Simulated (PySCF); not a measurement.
# SiH4S (sulfanylsilane): levels of theory compared

Aim: a comparison of 5 runs (UMP2/STO-6G, CCSDT/STO-6G, CCSD(T)/STO-6G, UCCSD(T)/STO-6G, FCI/STO-6G) of SiH4S (sulfanylsilane). Input form: a Python script.

The calculation is run with PySCF 2.14.0.

6 further runs of the same task are left out: 6 set aside as unsound or not needed.

## (1) The structure to begin with

The species is SiH4S (6 atoms), meant as a singlet with charge 0. As SMILES, `[SiH3]S`. The Si1–H3 distance was set to 2.673 Å, away from the relaxed value. At this shape a bond of the SMILES string is far longer than usual.

Bond lengths: Si1–S2 2.137 Å, Si1–H4 1.482 Å, Si1–H5 1.485 Å, S2–H6 1.344 Å. Angles: Si1–S2–H6 94.7°, S2–Si1–H4 104.8°, S2–Si1–H5 111.6°, H4–Si1–H5 110.0°.

## (2) A single-point energy at UMP2/STO-6G (run 1)

input.py reads:

```python
from pyscf import gto, scf, mp

mol = gto.M(
    atom='''
Si   0.998245  -0.414686  -0.591526
S    2.075345  -0.163886   1.237274
H   -1.629800  -0.074300  -0.241600
H    1.276645  -1.809586  -1.008026
H    1.467845   0.529914  -1.636626
H    1.694145   1.112014   1.416774
''',
    verbose=3,
    max_memory=1860,
    basis='sto-6g',
    charge=0,
)

mf = scf.UHF(mol)
mf.conv_tol = 1e-10
mf.kernel()
if not mf.converged:
    mf = mf.newton().run(mf.mo_coeff, mf.mo_occ)
for _ in range(3):
    mo, _, stable, _ = mf.stability(return_status=True)
    if stable:
        break
    mf.kernel(mf.make_rdm1(mo, mf.mo_occ))

pt = mp.MP2(mf, frozen=10).run()
etot = pt.e_tot
print(f'total energy: {etot:.8f} hartree')
```

Command:

```console
$ OMP_NUM_THREADS=1 python input.py
```

The program printed:

```text
converged SCF energy = -686.155857920847  <S^2> = 3.0354386e-10  2S+1 = 1
<class 'pyscf.scf.uhf.UHF'> wavefunction has an internal instability
converged SCF energy = -686.244373927317  <S^2> = 0.89987097  2S+1 = 2.1446407
<class 'pyscf.scf.uhf.UHF'> wavefunction is stable in the internal stability analysis
E(UMP2) = -686.299630608566  E_corr = -0.0552566812491001
E(SCS-UMP2) = -686.307832395741  E_corr = -0.0634584684243363
total energy: -686.29963061 hartree
```

Wall time 0.99 s (1 thread of Arm Neoverse V2, shared host); peak memory 0.12 GiB.

## (3) The energy at CCSDT/STO-6G (run 2)

input.xyz reads:

```xyz
6

Si     0.998245    -0.414686    -0.591526
S      2.075345    -0.163886     1.237274
H     -1.629800    -0.074300    -0.241600
H      1.276645    -1.809586    -1.008026
H      1.467845     0.529914    -1.636626
H      1.694145     1.112014     1.416774
```

run.py reads:

```python
from pyscf import gto, scf, cc

mol = gto.Mole()
mol.atom = 'input.xyz'
mol.charge = 0
mol.spin = 0
mol.basis = 'sto-6g'
mol.max_memory = 1860
mol.verbose = 3
mol.build()

mf = scf.RHF(mol)
mf.conv_tol = 1e-10
mf.kernel()
if not mf.converged:
    mf = mf.newton().run(mf.mo_coeff, mf.mo_occ)

mycc = cc.CCSDT(mf, frozen=10)
mycc.kernel()
e_final = mycc.e_tot
print(f'total energy: {e_final:.8f} hartree')
```

Command:

```console
$ OMP_NUM_THREADS=1 python run.py
```

The program printed:

```text
converged SCF energy = -686.155857920848
_make_eris_incore_RCCSDT

WARN: A large `blksize` is being used, which may cause large memory consumption
      for storing contraction intermediates. If memory is sufficient, consider using
      `pyscf.cc.rccsdt_highm.RCCSDT` instead.

RCCSDT converged
E(RCCSDT) = -686.3408530429125   E_corr = -0.1849951220640983
E_corr(same-spin) = -0.00407216165645383
E_corr(oppo-spin) = -0.180922960407644
total energy: -686.34085304 hartree
```

Run time: 1.1 s. Hardware: 1 thread of Arm Neoverse V2, shared host; peak memory 0.11 GiB.

Run 3 isn't shown in full; the table further down has it.

## (4) A single-point energy at UCCSD(T)/STO-6G (run 4)

input.py reads:

```python
from pyscf import gto, scf, cc

mol = gto.M(
    atom='''
Si       0.998245      -0.414686      -0.591526
S        2.075345      -0.163886       1.237274
H       -1.629800      -0.074300      -0.241600
H        1.276645      -1.809586      -1.008026
H        1.467845       0.529914      -1.636626
H        1.694145       1.112014       1.416774
''',
    max_memory=1860,
    verbose=3,
    basis='sto-6g',
    charge=0,
)

hf = scf.UHF(mol)
hf.conv_tol = 1e-10
hf.kernel()
if not hf.converged:
    hf = hf.newton().run(hf.mo_coeff, hf.mo_occ)
for _ in range(3):
    mo, _, stable, _ = hf.stability(return_status=True)
    if stable:
        break
    hf.kernel(hf.make_rdm1(mo, hf.mo_occ))

mycc = cc.CCSD(hf, frozen=10)
mycc.kernel()
e_t = mycc.ccsd_t()
e_final = mycc.e_tot + e_t
print('Final energy', e_final)
```

Command:

```console
$ OMP_NUM_THREADS=1 python input.py
```

The program printed:

```text
converged SCF energy = -686.155857920847  <S^2> = 3.0354386e-10  2S+1 = 1
<class 'pyscf.scf.uhf.UHF'> wavefunction has an internal instability
converged SCF energy = -686.244373927317  <S^2> = 0.89987097  2S+1 = 2.1446407
<class 'pyscf.scf.uhf.UHF'> wavefunction is stable in the internal stability analysis
E(UCCSD) = -686.3356928290251  E_corr = -0.09131890170821537
UCCSD(T) correction = -0.0027093959304721
Final energy -686.3384022249555
```

It took 1.1 s on 1 thread of Arm Neoverse V2, shared host; peak memory 0.12 GiB.

## (5) A single-point energy at FCI/STO-6G (run 5)

input.py reads:

```python
from pyscf import gto, mcscf

mol = gto.M(
    atom='''
Si     0.998245    -0.414686    -0.591526
S      2.075345    -0.163886     1.237274
H     -1.629800    -0.074300    -0.241600
H      1.276645    -1.809586    -1.008026
H      1.467845     0.529914    -1.636626
H      1.694145     1.112014     1.416774
''',
    max_memory=1860,
    verbose=3,
    basis='sto-6g',
)

calc0 = mol.RHF()
calc0.conv_tol = 1e-10
calc0.kernel()
if not calc0.converged:
    calc0 = calc0.newton().run(calc0.mo_coeff, calc0.mo_occ)

cas = mcscf.CASCI(calc0, calc0.mo_coeff.shape[-1] - 10, (mol.nelec[0] - 10, mol.nelec[1] - 10))  # full CI above the frozen core
cas.fix_spin_(ss=0.0)
cas.kernel()
e_tot = cas.e_tot
print('E = %.10f Eh' % e_tot)
```

Command:

```console
$ OMP_NUM_THREADS=1 python input.py
```

The program printed:

```text
converged SCF energy = -686.155857920848
CASCI E = -686.341038587277  E(CI) = -32.3334139842987  S^2 = 0.0000000
E = -686.3410385873 Eh
```

It took 14 s on 1 thread of Arm Neoverse V2, shared host; peak memory 0.25 GiB.

## (6) The series

```csv
run,level,follow instability,energy (Eh),dipole moment (D) of the reference,HOMO energy (eV),LUMO energy (eV),wall time
1,UMP2/STO-6G,yes,-686.299631,1.46,-6.02,5.89,0.99 s
2,CCSDT/STO-6G,–,-686.340853,1.27,-5.51,3.70,1.1 s
3,CCSD(T)/STO-6G,–,-686.340208,1.27,-5.51,3.70,0.9 s
4,UCCSD(T)/STO-6G,yes,-686.338402,1.46,-6.02,5.89,1.1 s
5,FCI/STO-6G,–,-686.341039,1.27,-5.51,3.70,14 s
```

## (7) What came out

| quantity | value |
| --- | --- |
| run 5: total energy | -686.34104 Eh |
| run 5: dipole moment (Hartree–Fock density) | 1.27 D |
| run 5: HOMO energy (Hartree–Fock orbitals) | -5.51 eV |
| run 5: LUMO energy (Hartree–Fock orbitals) | 3.70 eV |
| run 5: HOMO–LUMO gap (Hartree–Fock orbitals) | 9.21 eV |
| run 5: correlation energy (10 core orbitals frozen) | -185.2 mEh |

**Reading.** Against full CI in this basis: UMP2 +41.4 mEh; CCSDT +0.2 mEh; CCSD(T) +0.8 mEh; UCCSD(T) +2.6 mEh. In runs 1, 2, 3, 4, 5 the basis is minimal, so the values are rough. In run 3 a closed-shell determinant meets a far-stretched bond, which it describes badly. Spin contamination of the reference: run 1 ⟨S²⟩ = 0.90, run 4 ⟨S²⟩ = 0.90. Where it is this large, the reference is a mixture of spin states, and values that rest on it are in doubt. All runs together took 18 s, the longest 14 s.
